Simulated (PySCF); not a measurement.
How well do the runs reproduce experiment for PF3?

**The experiment to reproduce.**

NIST CCCBDB Release 22 (SRD 101), experimental dipoles lists, for the gas: dipole moment (microwave Stark effect) 1.03 D.

How close the calculation comes is told at the end.

Species: PF3.
Atom-mapped SMILES: `[F:1][P:2]([F:3])[F:4]`

Geometry (PBE0-D3(BJ)/def2-SVP, Å), atoms numbered from 1 in this order:
```xyz
4
PF3 angstrom
F     -0.8266   -1.0649   -0.3780
P      0.0177   -0.1071    0.5791
F      1.3789   -0.1382   -0.2532
F     -0.5321    1.2822    0.0171
```

The PySCF runs (gas phase, on this PBE0-D3(BJ)/def2-SVP geometry; no spin–orbit coupling):

```csv
level,job,basis functions,wall time
"PBE0-D3(BJ)/def2-SVP, grid level 1",geometry optimisation from a GFN2-xTB start shaken at random,60,4.7 s
B97-2/pcSseg-2,shieldings,151,5.0 s
BHandHLYP/pcSseg-2,shieldings,151,5.0 s
CAM-B3LYP/pcSseg-2,shieldings,151,6.7 s
LC-wPBE/pcSseg-2,shieldings,151,8.7 s
"PBE0/6-311+G(2d,p)","shieldings, charges and field gradients",116,4.0 s
PBE0/6-31G,"shieldings, charges and field gradients",40,1.6 s
PBE0/6-31G*,"shieldings, charges and field gradients",60,2.0 s
PBE0/STO-3G,"shieldings, charges and field gradients",24,0.88 s
PBE0/def2-TZVP,"shieldings, charges and field gradients",130,4.7 s
WP04/pcSseg-2,shieldings,151,5.0 s
wB97X-D/pcSseg-2,shieldings,151,6.4 s
```

Hardware: Arm Neoverse V1, one thread, no GPU, shared host.

All basis functions are spherical.

Results beside the measurements:

**Dipole moment.** Measured: 1.03 D (NIST CCCBDB Release 22 (SRD 101), experimental dipoles).

```
               level  computed (D)  computed − measured (D)  % (from the printed values)
PBE0-D3(BJ)/def2-SVP          1.30                    +0.27                          +26
      B97-2/pcSseg-2          1.31                    +0.28                          +27
  BHandHLYP/pcSseg-2          1.52                    +0.49                          +48
  CAM-B3LYP/pcSseg-2          1.43                    +0.40                          +39
    LC-wPBE/pcSseg-2          1.33                    +0.30                          +29
  PBE0/6-311+G(2d,p)          1.29                    +0.26                          +25
          PBE0/6-31G          1.96                    +0.93                          +90
         PBE0/6-31G*          1.16                    +0.13                          +13
         PBE0/STO-3G          0.74                    -0.29                          -28
      PBE0/def2-TZVP          1.19                    +0.16                          +16
       WP04/pcSseg-2          1.60                    +0.57                          +55
    wB97X-D/pcSseg-2          1.33                    +0.30                          +29
```

12 of the 13 levels run are shown, the closest and the furthest among them. Closest is PBE0/6-31G* (+0.13 D), furthest PBE0/6-31G (+0.93 D); one molecule doesn't rank methods. The computed dipoles belong to one fixed geometry; measured ones are averaged over vibrations unless marked μe. Magnitudes are compared, not signs.

No measured geometry was used, and the causes of the misses weren't examined.
